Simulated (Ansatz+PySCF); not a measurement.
The numbers below are computed, except where a source is named.
Input for PySCF 2.14.0:

```python
from pyscf import gto, scf

mol = gto.M(atom="""
O 0.000000 0.000000 -0.216980
H 0.000000 0.000000 1.735870
""", basis='cc-pvdz', charge=0, spin=1)
mf = scf.ROHF(mol)
mf.init_guess = 'atom'
mf.kernel()
while True:  # follow internal instabilities
    mo, _, stable, _ = mf.stability(return_status=True)
    if stable: break
    mf.kernel(mf.make_rdm1(mo, mf.mo_occ))
print(mf.converged, mf.e_tot, mf.spin_square()[0])
```

The script is written out from the run's settings.

Output:

| Quantity | Value |
| --- | --- |
| Converged | yes |
| Total energy | -75.17997 hartree |
| Spin squared of the determinant | 0.750 |

Caution: an unrestricted determinant lies well below.
